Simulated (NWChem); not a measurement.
System: SiCl₄; SMILES [Si](Cl)(Cl)(Cl)Cl

The following NWChem deck was run.

```
start job
memory heap 200 mb stack 900 mb global 1100 mb
geometry units angstroms
  Cl    -1.151842    -1.418480    -0.897201
  Si     0.000000     0.000001     0.000005
  Cl    -1.197766     1.420677     0.831169
  Cl     1.134120    -0.865588     1.452012
  Cl     1.215487     0.863390    -1.385982
end
basis spherical
  * library 6-31g*
end
dft
  xc hfexch
  iterations 150
end
driver
  maxiter 120
end
task dft optimize
task dft freq
```

NWChem printed, in part:

```
             Northwest Computational Chemistry Package (NWChem) 7.3.0
             --------------------------------------------------------

 C1  symmetry detected

                             Geometry "geometry" -> ""
                             -------------------------

 Output coordinates in angstroms (scale by  1.889725989 to convert to a.u.)

  No.       Tag          Charge          X              Y              Z
 ---- ---------------- ---------- -------------- -------------- --------------
    1 Cl                  17.0000    -1.45994511     0.19424775    -1.40521295
    2 Si                  14.0000     0.00000392     0.00000253     0.00000040
    3 Cl                  17.0000     1.73631696    -0.56605574    -0.89921722
    4 Cl                  17.0000     0.27452647     1.78243486     0.94412389
    5 Cl                  17.0000    -0.55090155    -1.41062895     1.36030594

 Effective nuclear repulsion energy (a.u.)     523.5155388445

                                Z-matrix (autoz)
                                --------

 Units are Angstrom for bonds and degrees for angles

      Type          Name      I     J     K     L     M      Value
      ----------- --------  ----- ----- ----- ----- ----- ----------
    1 Stretch                  1     2                       2.03563
    2 Stretch                  2     3                       2.03563
    3 Stretch                  2     4                       2.03563
    4 Stretch                  2     5                       2.03563
    5 Bend                     1     2     3               109.47155
    6 Bend                     1     2     4               109.47104
    7 Bend                     1     2     5               109.47070
    8 Bend                     3     2     4               109.47137
    9 Bend                     3     2     5               109.47104
   10 Bend                     4     2     5               109.47162

  xc_inp: hfexch multiplicative factor not found.

                           NWChem Geometry Optimization
                           ----------------------------

 maximum gradient threshold         (gmax) =   0.000450
 rms gradient threshold             (grms) =   0.000300
 maximum cartesian step threshold   (xmax) =   0.001800
 rms cartesian step threshold       (xrms) =   0.001200
 fixed trust radius                (trust) =   0.300000
 source of zmatrix                         =   autoz

          -------------------
          Energy Minimization
          -------------------

 Using diagonal initial Hessian
 Scaling for Hessian diagonals: bonds = 1.00  angles = 0.25  torsions = 0.10

          --------
          Step   0

                                 NWChem DFT Module
                                 -----------------

 Summary of "ao basis" -> "ao basis" (spherical)
 ------------------------------------------------------------------------------
       Tag                 Description            Shells   Functions and Types
 ---------------- ------------------------------  ------  ---------------------
 Cl                          6-31g*                  8       18   4s3p1d
 Si                          6-31g*                  8       18   4s3p1d

            General Information
            -------------------
          SCF calculation type: DFT
          Wavefunction type:  closed shell.
          No. of atoms     :     5
          No. of electrons :    82
           Alpha electrons :    41
            Beta electrons :    41
          Charge           :     0
          Spin multiplicity:     1
          Use of symmetry is: off; symmetry adaption is: off
          Maximum number of iterations: 150
          AO basis - number of functions:    90
                     number of shells:    40
          Convergence on energy requested:  1.00D-06
          Convergence on density requested:  1.00D-05
          Convergence on gradient requested:  5.00D-04

              XC Information
              --------------
                     Hartree-Fock (Exact) Exchange  1.000

      Superposition of Atomic Density Guess
      -------------------------------------

 Sum of atomic energies:       -2126.61963839

      Non-variational initial energy
      ------------------------------

 Total energy =   -2127.851384
 1-e energy   =   -3985.736210
 2-e energy   =    1334.369287
 HOMO         =      -0.426731
 LUMO         =       0.028323

[...]

      ----------------------
      Optimization converged
      ----------------------

  Step       Energy      Delta E   Gmax     Grms     Xrms     Xmax
  ---- ---------------- -------- -------- -------- -------- --------
@    2   -2127.03985237 -1.2D-07  0.00001  0.00001  0.00007  0.00012
                                     ok       ok       ok       ok

                                Z-matrix (autoz)
                                --------

 Units are Angstrom for bonds and degrees for angles

      Type          Name      I     J     K     L     M      Value     Gradient
      ----------- --------  ----- ----- ----- ----- ----- ---------- ----------
    1 Stretch                  1     2                       2.02863    0.00001
    2 Stretch                  2     3                       2.02863    0.00001
    3 Stretch                  2     4                       2.02863    0.00001
    4 Stretch                  2     5                       2.02863    0.00001
    5 Bend                     1     2     3               109.47123    0.00000
    6 Bend                     1     2     4               109.47122   -0.00000
    7 Bend                     1     2     5               109.47120   -0.00000
    8 Bend                     3     2     4               109.47123    0.00000
    9 Bend                     3     2     5               109.47122   -0.00000
   10 Bend                     4     2     5               109.47123    0.00000

                         Geometry "geometry" -> "geometry"
                         ---------------------------------

 Output coordinates in angstroms (scale by  1.889725989 to convert to a.u.)

  No.       Tag          Charge          X              Y              Z
 ---- ---------------- ---------- -------------- -------------- --------------
    1 Cl                  17.0000    -1.45491888     0.19357964    -1.40038545
    2 Si                  14.0000     0.00000035     0.00000025     0.00000001
    3 Cl                  17.0000     1.73034110    -0.56410634    -0.89612786
    4 Cl                  17.0000     0.27358246     1.77629901     0.94088045
    5 Cl                  17.0000    -0.54900434    -1.40577212     1.35563291

 Effective nuclear repulsion energy (a.u.)     525.3226952236

                Final and change from initial internal coordinates
                --------------------------------------------------

                                Z-matrix (autoz)
                                --------

 Units are Angstrom for bonds and degrees for angles

[...]

 Rotational Constants
 --------------------
 A=   0.043928 cm-1  (  0.063202 K)
 B=   0.043928 cm-1  (  0.063202 K)
 C=   0.043928 cm-1  (  0.063202 K)

 Temperature                      =   298.15K
 frequency scaling parameter      =   1.0000

 Zero-Point correction to Energy  =    4.921 kcal/mol  (  0.007842 au)
 Thermal correction to Energy     =    8.848 kcal/mol  (  0.014100 au)
 Thermal correction to Enthalpy   =    9.440 kcal/mol  (  0.015044 au)

 Total Entropy                    =   83.021 cal/mol-K
   - Translational                =   41.243 cal/mol-K (mol. weight = 167.8523)
   - Rotational                   =   29.320 cal/mol-K (symmetry #  =        1)
   - Vibrational                  =   12.458 cal/mol-K

 Cv (constant volume heat capacity) =   19.208 cal/mol-K
   - Translational                  =    2.979 cal/mol-K
   - Rotational                     =    2.979 cal/mol-K
   - Vibrational                    =   13.249 cal/mol-K

[normal modes left out]

 ----------------------------------------------------------------------------
 Normal Eigenvalue ||           Projected Infra Red Intensities
  Mode   [cm**-1]  || [atomic units] [(debye/angs)**2] [(KM/mol)] [arbitrary]
 ------ ---------- || -------------- ----------------- ---------- -----------
    1       -0.000 ||    0.000000           0.000         0.000       0.000
    2       -0.000 ||    0.000000           0.000         0.000       0.000
    3       -0.000 ||    0.000000           0.000         0.000       0.000
    4        0.000 ||    0.000000           0.000         0.000       0.000
    5        0.000 ||    0.000000           0.000         0.000       0.000
    6        0.000 ||    0.000000           0.000         0.000       0.000
    7      159.661 ||    0.000000           0.000         0.000       0.000
    8      159.661 ||    0.000000           0.000         0.000       0.000
    9      237.991 ||    0.013036           0.301        12.709       2.451
   10      237.992 ||    0.013036           0.301        12.709       2.451
   11      237.994 ||    0.013036           0.301        12.709       2.451
   12      445.342 ||    0.000000           0.000         0.000       0.000
   13      655.122 ||    0.252859           5.834       246.500      47.549
   14      655.123 ||    0.252860           5.834       246.500      47.549
   15      655.124 ||    0.252860           5.834       246.500      47.549
 ----------------------------------------------------------------------------
```

Level: Hartree-Fock/6-31G* (spherical d). The printed entropy takes a lower symmetry number than the molecule has.
